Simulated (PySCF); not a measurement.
**The electron affinity along group 13**

Calculated with PySCF 2.14 from differences of total energies of unrestricted determinants, without spin-orbit coupling. Values in eV. The last column holds reference values (measured affinities from photodetachment; the arrow runs from anion to atom). Unmarked ones compare directly (S terms, centres of terms, or small fine structure); those marked * lie between the lowest fine-structure levels and include a spin-orbit shift.

```tsv
element	configurations	UHF	SCS-MP2 (valence and next inner shell)	MP2 (valence)	CCSD(T) (valence)	CCSDT (valence)	r2SCAN	reference
B (def2-TZVPPD, non-relativistic)	[He] 2s2 2p2 → [He] 2s2 2p1	-0.452	-0.120	0.000	-0.004	0.006	0.332	0.280
Al (def2-TZVPPD, non-relativistic)	[Ne] 3s2 3p2 → [Ne] 3s2 3p1	-0.278	-0.047	0.048	0.114	0.125	0.303	0.433 *
Ga (def2-TZVPPD, non-relativistic)	[Ar] 3d10 4s2 4p2 → [Ar] 3d10 4s2 4p1	-0.416	-0.186	-0.128	-0.070	-0.062	0.101	0.301 *
In (def2-TZVPPD with the def2 core potential (28 electrons), ECP)	[Kr] 4d10 5s2 5p2 → [Kr] 4d10 5s2 5p1	-0.005	0.164	0.251	0.308	0.316	0.455	0.384 *
Tl (def2-TZVPPD with the def2 core potential (60 electrons), ECP)	[Xe] 4f14 5d10 6s2 6p2 → [Xe] 4f14 5d10 6s2 6p1	-0.111	0.045	0.117	0.174	0.180	0.350	0.320 *
```

The highest occupied level of the anion is positive for B⁻ at r2SCAN; Al⁻ at r2SCAN; Ga⁻ at UHF, r2SCAN; In⁻ at r2SCAN; Tl⁻ at r2SCAN, so there the basis helps to hold the electron.

For Tl a determinant mixes LS terms or the coupling is close to jj, so these rows are model values.

"Valence" correlates the outer s and p shells and, in groups 3 to 12 and the f block, the outer d or f shell, open or full, or the next shell where the ion has no valence electron left; the wider scheme adds the next inner shell.
